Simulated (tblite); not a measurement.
H5OSi2 (doublet state).
Geometry (GFN2-xTB, Å), atoms numbered from 1 in this order:
```xyz
8
H5OSi2 angstrom
Si     1.839   -0.249   -0.309
O      0.217   -0.203   -0.338
Si    -1.349    0.024   -0.011
H      2.329    1.110   -0.496
H      2.242   -0.911    0.923
H     -1.491    0.262    1.426
H     -2.013   -1.209   -0.428
H     -1.765    1.186   -0.791
```

Computed values, GFN2-xTB/tblite, gas phase, harmonic and unscaled. Against measured fundamentals such values can be off by several per cent, at times by over 20. Modes of hydrogen on silicon can be 10 to 20 % off. Open shells enter through the occupations alone, without spin polarisation, and single modes of such species can be off by tens of per cent. The optimisation stopped once no atom felt more than 0.01 eV/Å.

Lowest wavenumbers of the output (negative numbers stand for imaginary wavenumbers):
```
mode    cm-1
  1     -24.8
  2      58.6
  3      79.7
  4     552.7
  5     567.0
  6     599.5
  7     607.9
  8     636.8
  9     721.9
 10     772.3
 11     784.6
 12     825.5
 13    1110.5
 14    2244.4
 15    2269.0
```

**Question.** Is this structure a minimum?

**Answer.** Not by this Hessian. 1 mode is imaginary beyond 20i (25i cm⁻¹), so at this level the point lies at or near a first-order saddle. The curvature is small, so loose convergence or finite differences may be the whole cause.

**Question.** Which atoms move in the imaginary mode?

**Answer.** 25i: H5 (hydrogen on silicon) 21 %, H4 (hydrogen on silicon) 18 %, H7 (hydrogen on silicon) 18 %, H8 (hydrogen on silicon) 16 %. These are shares of the mass-weighted motion.

**Question.** What is the remedy?

**Answer.** Step along that mode in both directions, optimise again with tighter thresholds and repeat the frequencies. The zero-point energy of this point (26.8 kcal/mol) counts the 17 real modes alone, and thermal corrections from it aren't those of a minimum.

On an Intel Xeon at 2.50 GHz with one thread, shared host with 64 logical CPUs at a one-minute load of 62, this took 0.33 s of wall time. The figure is for the frequency step alone.
